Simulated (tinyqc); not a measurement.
Inside a calculation. Method: FCI on RHF in the sto-3g basis, for OH-, spin multiplicity 1. The basis has no diffuse functions, so it cannot describe the extra electron: this is an exercise in the method, not the real anion. One step of it, computed by the program tinyqc.

Problem. FCI: roots. Diagonalise (each vector has its largest component positive (the first on a tie)); all determinants have Ms = 0, so triplets appear too. The lowest singlet root is the correlation energy.

Occupation strings over the orbitals (2 doubly, a alpha, b beta, 0 empty; spin orbitals ordered 1a 1b 2a 2b ...): 222220 22a22b 2a222b a2222b 22b22a 2b222a b2222a 222202 222022 220222 2ab222 a2b222 2ba222 202222 ab2222 b2a222 ba2222 022222

H - E(HF) between determinants (hartree):
```
           222220     22a22b     2a222b     a2222b     22b22a     2b222a     b2222a     222202
222220   0.000000   0.000000   0.000000   0.000000   0.000000   0.000000   0.000000   0.038157
22a22b   0.000000   0.406755   0.017383  -0.014705  -0.187193  -0.007903   0.007027  -0.016785
2a222b   0.000000   0.017383   0.930184   0.037832  -0.007903  -0.117783  -0.026022  -0.023457
a2222b   0.000000  -0.014705   0.037832  19.519282   0.007027  -0.026022  -0.023760  -0.005740
22b22a   0.000000  -0.187193  -0.007903   0.007027   0.406755   0.017383  -0.014705   0.016785
2b222a   0.000000  -0.007903  -0.117783  -0.026022   0.017383   0.930184   0.037832   0.023457
b2222a   0.000000   0.007027  -0.026022  -0.023760  -0.014705   0.037832  19.519282   0.005740
222202   0.038157  -0.016785  -0.023457  -0.005740   0.016785   0.023457   0.005740   0.433294
222022   0.038157  -0.016785  -0.023457  -0.005740   0.016785   0.023457   0.005740   0.047444
220222   0.187193   0.150180   0.088217   0.001703  -0.150180  -0.088217  -0.001703   0.020723
2ab222  -0.007903  -0.088217   0.081336  -0.004848   0.061087  -0.064317  -0.015131   0.031858
a2b222   0.007027  -0.001703  -0.004848   0.218674   0.008969  -0.018716  -0.008054   0.007586
2ba222   0.007903   0.061087  -0.064317  -0.015131  -0.088217   0.081336  -0.004848  -0.031858
202222   0.117783  -0.064317   0.012318   0.003756   0.064317  -0.012318  -0.003756   0.164877
ab2222  -0.026022   0.015131  -0.003756   0.040393  -0.018716   0.010955  -0.012685  -0.035110
b2a222  -0.007027   0.008969  -0.018716  -0.008054  -0.001703  -0.004848   0.218674  -0.007586
ba2222   0.026022  -0.018716   0.010955  -0.012685   0.015131  -0.003756   0.040393   0.035110
022222   0.023760  -0.008054  -0.012685   0.092004   0.008054   0.012685  -0.092004   0.025915

           222022     220222     2ab222     a2b222     2ba222     202222     ab2222     b2a222
222220   0.038157   0.187193  -0.007903   0.007027   0.007903   0.117783  -0.026022  -0.007027
22a22b  -0.016785   0.150180  -0.088217  -0.001703   0.061087  -0.064317   0.015131   0.008969
2a222b  -0.023457   0.088217   0.081336  -0.004848  -0.064317   0.012318  -0.003756  -0.018716
a2222b  -0.005740   0.001703  -0.004848   0.218674  -0.015131   0.003756   0.040393  -0.008054
22b22a   0.016785  -0.150180   0.061087   0.008969  -0.088217   0.064317  -0.018716  -0.001703
2b222a   0.023457  -0.088217  -0.064317  -0.018716   0.081336  -0.012318   0.010955  -0.004848
b2222a   0.005740  -0.001703  -0.015131  -0.008054  -0.004848  -0.003756  -0.012685   0.218674
222202   0.047444   0.020723   0.031858   0.007586  -0.031858   0.164877  -0.035110  -0.007586
222022   0.433294   0.020723   0.031858   0.007586  -0.031858   0.164877  -0.035110  -0.007586
220222   0.020723   0.977025  -0.064126   0.022108   0.064126   0.091710  -0.008337  -0.022108
2ab222   0.031858  -0.064126   1.291972   0.045319  -0.091710   0.044052   0.004665  -0.008337
a2b222   0.007586   0.022108   0.045319  19.700459  -0.008337  -0.004665  -0.123218  -0.009782
2ba222  -0.031858   0.064126  -0.091710  -0.008337   1.291972  -0.044052   0.017518   0.045319
202222   0.164877   0.091710   0.044052  -0.004665  -0.044052   1.962284  -0.029606   0.004665
ab2222  -0.035110  -0.008337   0.004665  -0.123218   0.017518  -0.029606  20.603270   0.016836
b2a222  -0.007586  -0.022108  -0.008337  -0.009782   0.045319   0.004665   0.016836  19.700459
ba2222   0.035110   0.008337   0.017518   0.016836   0.004665   0.029606  -0.070165  -0.123218
022222   0.025915   0.009782   0.016836  -0.086781  -0.016836   0.070165   0.411194   0.086781

           ba2222     022222
222220   0.026022   0.023760
22a22b  -0.018716  -0.008054
2a222b   0.010955  -0.012685
a2222b  -0.012685   0.092004
22b22a   0.015131   0.008054
2b222a  -0.003756   0.012685
b2222a   0.040393  -0.092004
222202   0.035110   0.025915
222022   0.035110   0.025915
220222   0.008337   0.009782
2ab222   0.017518   0.016836
a2b222   0.016836  -0.086781
2ba222   0.004665  -0.016836
202222   0.029606   0.070165
ab2222  -0.070165   0.411194
b2a222  -0.123218   0.086781
ba2222  20.603270  -0.411194
022222  -0.411194  42.593266
```

Give: lowest roots of this matrix, relative to E(HF); lowest vectors; <S^2> of these roots; weight of the ground state by excitation level 0, 1, 2, ....

Solution.

lowest roots of this matrix, relative to E(HF) (hartree): -0.0443  0.2186  0.3858  0.4278  0.4942  0.8118  0.8740  1.1944

lowest vectors:
```
         root 1   root 2   root 3   root 4
222220   0.9777   0.0000   0.0000   0.0070
22a22b   0.0376   0.7067   0.0000   0.2156
2a222b   0.0122  -0.0119   0.0000   0.0751
a2222b   0.0000   0.0003   0.0000   0.0004
22b22a  -0.0376   0.7067   0.0000  -0.2156
2b222a  -0.0122  -0.0119   0.0000  -0.0751
b2222a   0.0000   0.0003   0.0000  -0.0004
222202  -0.0483   0.0000   0.7071   0.6515
222022  -0.0483   0.0000  -0.7071   0.6515
220222  -0.1865   0.0000   0.0000  -0.1815
2ab222   0.0031   0.0198   0.0000  -0.0282
a2b222  -0.0001  -0.0003   0.0000  -0.0002
2ba222  -0.0031   0.0198   0.0000   0.0282
202222  -0.0388   0.0000   0.0000  -0.1111
ab2222   0.0009   0.0001   0.0000   0.0017
b2a222   0.0001  -0.0003   0.0000   0.0002
ba2222  -0.0009   0.0001   0.0000  -0.0017
022222  -0.0004   0.0000   0.0000  -0.0005
```

<S^2> of these roots: 0.0000  2.0000  0.0000  0.0000  0.0000  2.0000  0.0000  0.0000

weight of the ground state by excitation level 0, 1, 2, ...: 0.9559  0.0031  0.0410
